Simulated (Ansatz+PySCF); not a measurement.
The numbers below are computed, except where a source is named.
Several solutions for triplet S2

```yaml
atoms:
  - { symbol: S, position_ang: [0.0000, 0.0000, -1.0281] }
  - { symbol: S, position_ang: [0.0000, 0.0000, 1.0281] }
```

Basis set: def2-SVP (spherical functions). Charge 0, multiplicity 3.

UHF was run from several starts with Ansatz (development build ahead of 0.2.0) and PySCF 2.14.0.

```tsv
run	program	start	converged	energy (hartree)	<S²>
A	PySCF	guess huckel, instabilities followed	yes	-794.78680	2.02
B	PySCF	guess 1e, instabilities followed	yes	-794.78680	2.02
C	Ansatz	atomic start, no search	yes	-794.78346	2.03
D	Ansatz	stability test followed	yes	-794.78680	2.02
E	PySCF	guess minao, instabilities followed	yes	-794.78680	2.02
F	PySCF	program defaults	yes	-794.78346	2.03
G	Ansatz	search for the lowest state	yes	-794.78680	2.02
H	PySCF	guess atom, instabilities followed	yes	-794.78680	2.02
```

(1) Which runs reached the lowest solution of this kind, and what is wrong with the others?

Answers

(1) A, B, D, E, G, H reached the lowest solution found. Converged but too high: C by 0.09 eV, F by 0.09 eV. Convergence only shows a stationary point, and even a stable one can lie too high; stability tests and further starts are what find lower ones. Caution: the determinant breaks the point group.
